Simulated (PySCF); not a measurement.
**Computed NMR parameters against published values**

Mapped SMILES: `[SH:1][c:2]1[cH:3][cH:4][cH:5][s:6]1`. Each H is labelled by its parent atom.

Gas phase, no relativistic terms, a single conformation. Coordinates at the GFN2-xTB level; σ from GIAO-PBE0/pcSseg-1; PySCF 2.14.0 with density-fitted response routines.

Reference values: estimated from measurements, as parent shift plus tabulated substituent increment (solution, not stated per compound (mostly CDCl3 or CCl4); Pretsch, Buehlmann, Badertscher, Structure Determination of Organic Compounds, 4th ed. (2009)).
```tsv
atoms	quantity	reference	computed	computed, scaled
H(C5)	δ 1H	7.13	6.73	6.43
H(C3)	δ 1H	6.96	6.85	6.55
H(C4)	δ 1H	6.76	7.00	6.70
```

Computed shifts are σ(ref) − σ with the named reference compound (TMS for H and C) calculated as an isolated molecule at the same level. The measured values may be among those fitted. Scaled to experiment by linear calibration (H and C: mostly CDCl3 data, vs TMS): 1H (scatter 0.17 ppm rms, 0.18 ppm with the 4 outliers that the fit left out). Occasional misses reach two or three times the rms, and more in compound classes unlike the fitted ones. H not on carbon is unscaled (vs computed TMS).

Question: How far are the unscaled 1H shifts from the references?

Answer: Mean signed difference -0.09 ppm, mean absolute 0.25 ppm over 3 comparisons; the largest is -0.40 ppm at H(C5) (hydrogen on an aromatic CH next to the ring sulfur).
